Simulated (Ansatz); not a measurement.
Geometry optimisation, Ansatz 0.2.0, RHF/def2-SVP.

input.yaml

```yaml
crystal:
  periodic: [false, false, false]
  atoms:
    - { symbol: Al, position_ang: [0.30589, 0.012535, 0.017009] }
    - { symbol: C, position_ang: [1.035371, -0.035505, 1.81134] }
    - { symbol: H, position_ang: [0.489031, -0.175546, 2.747183] }
    - { symbol: H, position_ang: [1.801133, -0.815509, 1.738323] }
    - { symbol: H, position_ang: [1.579481, 0.914126, 1.870117] }
    - { symbol: H, position_ang: [1.767163, 0.204309, -0.442257] }
    - { symbol: Cl, position_ang: [-1.538469, -0.10441, -0.960715] }
basis:
  gaussian: { orbitals: def2-SVP }
hamiltonian:
  xc: hf
relax:
  f_tol: 0.03
  max_steps: 50
```

Run as:

```bash
$ ansatz run input.yaml --threads 1 --pin off --max-ram 2048MiB --backend cpu --events-out ev --progress --plain --runs-dir out
```

Where does it end, and by what steps?

It converged. After 7 steps the energy has fallen by 0.794 eV; H6 moved furthest, 0.75 Å.

```tsv
step	energy less start (eV)	largest force component (eV/Å)	accepted
0	0.0000	1.892	yes
1	-0.3880	0.883	yes
2	-0.5856	0.517	yes
3	-0.7286	0.545	yes
4	-0.7737	0.311	yes
5	-0.7877	0.168	yes
6	-0.7939	0.046	yes
7	-0.7942	0.008	yes
```

```xyz
7
Properties=species:S:1:pos:R:3
Al 0.602 0.052 -0.028
C 1.068 -0.032 1.867
H 0.200 -0.177 2.514
H 1.770 -0.852 2.054
H 1.574 0.887 2.182
H 1.648 0.254 -1.182
Cl -1.422 -0.132 -0.626
```

Whether the end is a true minimum wasn't checked by a vibrational analysis.

Run time: 10 s on 1 thread of Arm Neoverse V1 (shared host), peak memory 0.12 GiB.
